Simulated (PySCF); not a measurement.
C6H5 (doublet state).
Atom-mapped SMILES: `[CH:1]#[C:2]/[CH:3]=[CH:4]\[C:5]=[CH2:6]` (hydrogens: H7 on C1; H8 on C3; H9 on C4; H10, H11 on C6)

Method used: PySCF 2.14.0, UKS B3LYP, pcH-1 on C H, non-relativistic, mean-field spin-orbit, GIAO. Isolated species at its GFN2-xTB geometry, gas phase. The geometry wasn't refined by DFT: couplings that depend on bond lengths, twists or pyramidal angles can differ widely from those at the functional's own minimum. No stability test was run, so a lower SCF solution isn't excluded. ⟨S²⟩ is 0.779 where a pure state has 0.75.

Task: The isotropic 13C couplings are +56.6, -49.0, -44.5, +39.1, -31.2, +29.8 MHz. Assign them to C1; C2; C3; C4; C5; C6.

Result: 
| site | a_iso (MHz) | ρ(0) (bohr⁻³) | position | distance from C3 (Å) | spin population | largest \|T\| (MHz) |
| --- | --- | --- | --- | --- | --- | --- |
| C1 | +29.8 | +0.0265 | a main spin site | 2.59 | +0.37 | 52.1 |
| C2 | -49.0 | -0.0436 | 1 bond from C1 | 1.38 | -0.19 | 16.5 |
| C3 | +56.6 | +0.0503 | largest spin population | 0.00 | +0.61 | 97.6 |
| C4 | -44.5 | -0.0396 | 1 bond from C5 | 1.40 | -0.22 | 23.2 |
| C5 | +39.1 | +0.0348 | a main spin site | 2.43 | +0.47 | 72.1 |
| C6 | -31.2 | -0.0278 | 1 bond from C5 | 3.62 | -0.09 | 7.8 |

Task: Match the computed a_iso(1H) values +87.5, -42.7, -28.2, +13.2 MHz (means over equivalent nuclei) with the sites H7; H8; H9; H10/H11.

Result: 
| site | a_iso (MHz) | ρ(0) (bohr⁻³) | position | distance from C3 (Å) | bound to | spin population there | largest \|T\| (MHz) |
| --- | --- | --- | --- | --- | --- | --- | --- |
| H7 | -28.2 | -0.0063 | 1 bond from C1 | 3.64 | C1 | +0.37 | 14.6 |
| H8 | -42.7 | -0.0096 | 1 bond from C3 | 1.08 | C3 | +0.61 | 23.8 |
| H9 | +13.2 | +0.0030 | 2 bonds from C5, on C4 of spin population -0.22 | 2.13 | C4 | -0.22 | 5.3 |
| H10/H11 | +87.5 | +0.0196 | 2 bonds from C5 | 4.27 | C6 | -0.09 | 4.3 |

ρ(0) is the spin density at the nucleus and T the dipolar tensor; entries for several nuclei are means. Largest spin populations (Mulliken): C3 (+0.61), C5 (+0.47), C1 (+0.37) and C4 (-0.22). Three atoms exceed +0.15. The positive populations add up to 1.54 and the negative ones to -0.54, together 2S = 1. The angles at C3 add up to 360.0°, so it is planar; its axial dipolar tensor and the negative coupling of its proton fit spin in a p orbital normal to that plane. Main spin sites, with 60 % or more of the largest population: C1, C3, C5; positions count bonds from the nearest.

Nuclei that the bonding pattern makes equivalent are averaged, as if the motion that swaps them (rotation, inversion, ring flip) were fast.

C5, the radical centre as drawn in `C#C/C=C\[C]=C`, holds a spin population of +0.47 out of 1.

On one thread, Arm Neoverse V2 (aarch64), no GPU, on a shared host, this took 22 s wall (grids of density and orbitals included) and 0.80 GiB of memory at its peak.
